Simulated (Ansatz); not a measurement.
# HCl (singlet): from Hartree-Fock to the top rungs, 6-31G

How much of the correlation energy of HCl (singlet) does each wave-function method recover here?

The runs use Ansatz 0.2.0, Gaussian basis; 6-31G, core rule «outside noble gas», up to 5 orbitals frozen.

To be run: UHF; CCSD(T) on RHF; BCCD(T) on RHF; CISD; CCSDT(Q) on RHF; CISDTQ; CCSDTQ on RHF; CASSCF and MRCISD+Q, 8 electrons in 5 orbitals; CASSCF and NEVPT2, 8 electrons in 5 orbitals; Full CI.

9 further runs of the same task are left out: 9 set aside as unsound or not needed.

**1. What is computed**

The geometry is an MP2(full)/6-31G* stationary point (not a proven minimum).

2 atoms, charge 0, spin multiplicity 1.

Atoms are counted from 1 here; the program's logs count them from 0.

Bond lengths: Cl1–H2 1.280 Å.

**2. UHF**

The input, in.yaml:

```yaml
crystal:
  periodic: [false, false, false]
  atoms:
    - {symbol: Cl, position_ang: [0.000000, 0.000000, 0.000000]}
    - {symbol: H, position_ang: [0.000000, 0.000000, 1.279978]}
basis:
  gaussian: {orbitals: 6-31G}
magnetization: {spin_polarized: true, initial_magnetization: 0}
hamiltonian: {xc: hf}
output: {orbitals: {seedname: orbitals}}
```

On the command line:

```console
> ansatz run in.yaml --threads 1 --pin off --events-out ev --progress --plain --max-ram 5120MiB --backend cpu
```

The runs that follow: CCSD(T) on RHF; BCCD(T) on RHF; CISD; CCSDT(Q) on RHF; CISDTQ; CCSDTQ on RHF; CASSCF and MRCISD+Q, 8 electrons in 5 orbitals; CASSCF and NEVPT2, 8 electrons in 5 orbitals; Full CI.

**Question.** What will the summary of the whole plan be? Wanted: FCI below the RHF energy; RMP2 from FCI; RCCSD from FCI; RCCSD(T) from FCI; RCCSDT(Q) from FCI; NEVPT2 valence from FCI; MRCISD+Q valence from FCI; T1 diagnostic; effectively unpaired electrons.

As calculated:

| quantity | value |
| --- | --- |
| FCI below the RHF energy | -1.5828 eV |
| RMP2 from FCI | +275.4 meV |
| RCCSD from FCI | +15.2 meV |
| RCCSD(T) from FCI | +3.2 meV |
| RCCSDT(Q) from FCI | +0.1 meV |
| NEVPT2 valence from FCI | +264.6 meV |
| MRCISD+Q valence from FCI | +9.7 meV |
| levels within 1 kcal/mol (43 meV) | RCCSD, RCCSD(T), BCCD(T), RCCSDT, CISDTQ, RCCSDT(Q), RCCSDTQ, MRCISD valence, MRCISD+Q valence |
| T1 diagnostic | 0.006 |
| effectively unpaired electrons | 0.01 |

What this shows: RCCSD(T) misses by +3.2 meV, 0.2 % of the correlation energy. One determinant dominates. Of the multireference levels listed MRCISD+Q valence comes nearest in total energy (+9.7 meV), which doesn't show that its space is the better one. These misses are within one basis, not against nature.
